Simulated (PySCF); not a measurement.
Shapes and spin states of SF₂

All numbers come from B3LYP in PySCF with S def2-TZVP, F def2-TZVP; no relativity; density-fitted integrals.

Relaxations began from a few typed shapes and spin states; open shells are unrestricted. The search is not exhaustive: other isomers or separated fragments can lie lower, and high-lying points may rest on an excited occupation.

```csv
spin,group,bonds,angles,imaginary modes (cm⁻¹),ΔE (kJ/mol),ΔE with ZPE (kJ/mol)
singlet,C2v,S–F 1.605 Å (×2),F–S–F 98.8°,none,0.0,0.0
triplet,C2v,S–F 1.683 Å (×2),F–S–F 163.5°,none,103.0,99.9
singlet,D∞h,S–F 1.684 Å (×2),F–S–F 180.0°,389i,227.7,–
```

The lowest minimum found is the singlet C2v: S–F 1.605 Å (×2); F–S–F 98.8°.

Counting electrons, sulfur keeps 4 of its valence electrons outside its bonds, so the VSEPR class is AX2E2 and the expected shape is bent (C2v), as computed.

The electron or spin density has lower symmetry than the nuclear frame for the singlet D∞h at 227.7 kJ/mol.
